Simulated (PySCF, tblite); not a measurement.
CH₃ (doublet state).
SMILES: `[CH3]`

The geometry is computed with GFN2-xTB (gas phase). This method treats the open shell by occupation alone, without spin polarisation.

Take the most abundant isotopes and a rigid rotor. 

(1) What are A, B and C (cm⁻¹)?

(2) What kind of rotor is it?

(3) Is it planar, by Δ = Ic − Ia − Ib?

(4) Estimate the classical rotational partition function at 200 K.

Results:

(1) Ia = 1.72, Ib = 1.72, Ic = 3.44 u·Å²; 505379 MHz·u·Å²/I gives 293439, 293386 and 146707 MHz, that is A = 9.78808, B = 9.78630, C = 4.89363 cm⁻¹.

(2) An oblate symmetric top, as the point group D3h requires two equal moments; the computed ones differ by 0.02 % because the geometry is symmetric only within the optimiser's tolerance: κ = (2 × 293386 − 293439 − 146707)/(293439 − 146707) = 1.00.

(3) Planar: Δ = Ic − Ia − Ib = 0.00 u·Å². For a rigid frame Δ = −2 Σ m c², so it vanishes when all atoms lie in the ab plane; here none is more than 0.01 Å from it.

(4) Point group D3h, symmetry number σ = 6; q = (√π/σ)·√((kT/h)³/(ABC)), k/h = 20836.6 MHz/K: 22.4 at 200 K.

For this open shell read J as N, the rotation without spin; fine and hyperfine splittings come on top. Its GFN2-xTB frequencies are all real (lowest 492 cm⁻¹). No vibrational averaging or centrifugal distortion is included, and the geometry carries the error of its method.
